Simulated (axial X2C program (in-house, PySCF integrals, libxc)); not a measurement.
**AlCO: bond lengths and stretches, held linear**

How do method and spin–orbit coupling move the bonds and stretches of AlCO, held linear?

The runs use an in-house X2C program for linear molecules on PySCF integrals; all-electron X2C, two-component (2c) or spin-free, Al dyall-v3z, C dyall-v3z, O dyall-av3z.

All values are calculated.

2 further runs of the same task are left out: 2 set aside as unsound or not needed.

## 1. Input

task.json reads:

```json
{"zs": [13, 6, 8], "q": 0, "bas": ["dyall-v3z", "dyall-v3z", "dyall-av3z"], "r0": [1.96, 1.15], "symm": 0, "scan": ["PBE0", "HF", "B3LYP"], "levels": ["PBE0", "HF", "BHandHLYP"], "nst": 2}
```

Keys: zs atomic numbers; q charge; bas basis sets; r0 starting distance in Å; symm equal bonds; scan levels of the two-bond scan (MP2 follows by itself at each HF point); levels methods; nst determinants followed.

Launch:

```sh
> python solin.py task.json out
```

Masses Al 26.982, C 12.000, O 15.995 u.

## 2. Scan at PBE0, 2c

State: Ω = 1/2 (beyond evenly filled blocks: ω = 1/2). Energies above the lowest point, from the job's result record:

```tsv
r(Al–C) (Å)	r(C–O) (Å)	E (meV)
2.0407	1.1212	55.76
2.0407	1.1500	9.72
2.0407	1.1787	48.31
2.0930	1.1212	41.50
2.0930	1.1500	0.00
2.0930	1.1787	42.58
2.0930	1.2075	153.92
2.1453	1.1212	44.75
2.1453	1.1500	8.02
2.1453	1.1787	54.86
2.1976	1.1500	28.99
2.1976	1.2075	199.46
```

A quadratic surface with cubic terms in each bond gives the minimum at 2.094 and 1.149 Å, force constants 1.03, 16.4 and coupling 0.45 mdyn/Å.

## 3. Scan at HF, 2c

State: Ω = 1/2 (beyond evenly filled blocks: ω = 1/2). Energies above the lowest point, from the job's result record:

```tsv
r(Al–C) (Å)	r(C–O) (Å)	E (meV)
2.0407	1.1212	22.00
2.0407	1.1500	58.31
2.0407	1.1787	171.45
2.0930	1.1212	4.94
2.0930	1.1500	52.23
2.0930	1.1787	174.56
2.0930	1.2075	357.55
2.1453	1.1212	0.00
2.1453	1.1500	59.59
2.1453	1.1787	193.14
2.1976	1.1500	73.41
2.1976	1.2075	423.50
```

A quadratic surface with cubic terms in each bond gives the minimum at 2.156 and 1.116 Å, force constants 0.357, 18.5 and coupling 1.18 mdyn/Å.

## 4. Scan at B3LYP, 2c

State: Ω = 1/2 (beyond evenly filled blocks: ω = 1/2). Energies above the lowest point, from the job's result record:

```tsv
r(Al–C) (Å)	r(C–O) (Å)	E (meV)
2.0407	1.1212	71.60
2.0407	1.1500	15.48
2.0407	1.1787	43.11
2.0930	1.1212	51.72
2.0930	1.1500	0.00
2.0930	1.1787	31.49
2.0930	1.2075	130.91
2.1453	1.1212	49.17
2.1453	1.1500	2.03
2.1453	1.1787	37.61
2.1976	1.1500	16.87
2.1976	1.2075	163.64
```

A quadratic surface with cubic terms in each bond gives the minimum at 2.111 and 1.152 Å, force constants 0.93, 15.9 and coupling 0.44 mdyn/Å.

## 5. Comparison

| level | r(Al–C) (Å) | r(C–O) (Å) | lower stretch (cm⁻¹) | upper stretch (cm⁻¹) |
| --- | --- | --- | --- | --- |
| PBE0, 2c | 2.094 | 1.149 | 356.2 | 2004.0 |
| HF, 2c | 2.156 | 1.116 | 193.2 | 2069.2 |
| B3LYP, 2c | 2.111 | 1.152 | 338.8 | 1971.0 |
| MP2, 2c | 2.095 | 1.161 | 358.9 | 1967.3 |
| PBE0, spin-free | 2.094 | 1.149 | 356.2 | 2004.2 |
| HF, spin-free | 2.155 | 1.116 | 193.9 | 2069.1 |
| B3LYP, spin-free | 2.111 | 1.152 | 338.8 | 1971.1 |
| MP2, spin-free | 2.095 | 1.161 | 358.9 | 1967.0 |

Scans not shown above were run alike.

What this shows: Over the levels the Al–C bond spans 2.094 to 2.156 Å and the C–O bond 1.116 to 1.161 Å. At PBE0 spin–orbit coupling leaves both bonds unchanged to 0.001 Å. Each state is one determinant, the lowest of a limited PBE0 search; the stretches come from a fit to few points and are good to some per cent at best. The lower stretch spreads by more than a fifth over the levels, so it depends strongly on the method. MP2 freezes inner shells (threshold -2 hartree). The molecule was held linear; bending was not examined, so a bent shape may lie lower. Note: functional without a current term on a determinant with orbital currents, of the molecule or an atom.
